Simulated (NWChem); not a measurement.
**Correlation energy of chlorine (Cl2)**

SMILES: ClCl
```xyz
2

Cl     0.0000     0.0000     1.0128
Cl     0.0000     0.0000    -1.0128
```
Charge 0, spin multiplicity 1.

Everything below was run with NWChem. The geometry was optimised at PBE0/def2-SVP, a minimum by its harmonic frequencies.

Basis set: cc-pVTZ. Each correlation energy counts from its own Hartree-Fock reference.

The correlated methods keep 10 core orbitals frozen. Coupled-cluster values serve here as a point of comparison, not as the truth.

Task: Order these methods by the correlation energy they give, lowest first: SCS-MP2, CR-CCSD[T], CCSD, CCSD(T), RI-MP2.

Result: CCSD(T) (-428.5 mHa), CR-CCSD[T] (-425.0 mHa), CCSD (-411.0 mHa), RI-MP2 (-378.4 mHa), SCS-MP2 (-373.4 mHa)
